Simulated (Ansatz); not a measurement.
Relaxation of H₄OSi (6 atoms, charge 0, multiplicity 1), to a largest force component of 0.03 eV/Å in at most 50 steps.

Theory: RKS PBE/def2-SVP (Ansatz 0.2.0).

```xyz
6
Properties=species:S:1:pos:R:3
Si 0.040 -0.039 -1.096
H 1.082 -0.195 1.351
H 1.642 0.124 1.022
O -0.984 1.289 -0.874
H -1.732 1.189 -0.256
H -0.693 -1.049 -0.147
```

**Question.** Where does it end, and by what steps?

**Answer.** The forces met the threshold. After 9 steps the energy has fallen by 0.057 eV; H3 moved furthest, 0.25 Å.

```csv
step,energy less start (eV),largest force component (eV/Å),accepted
0,0.0000,1.480,yes
1,-0.0481,0.239,yes
2,-0.0470,0.158,no
3,-0.0532,0.071,yes
4,-0.0548,0.058,yes
5,-0.0562,0.070,yes
6,-0.0568,0.038,yes
7,-0.0570,0.031,yes
8,-0.0561,0.084,no
9,-0.0571,0.017,yes
```

```xyz
6
Properties=species:S:1:pos:R:3
Si 0.123 -0.027 -0.990
H 1.019 -0.182 1.355
H 1.493 0.135 0.819
O -0.916 1.297 -0.813
H -1.708 1.168 -0.258
H -0.657 -1.071 -0.114
```

Whether the end is a true minimum wasn't checked by a vibrational analysis.

The run took 8.5 s on 1 thread of Arm Neoverse V2, on a shared host, peak memory 0.086 GiB.
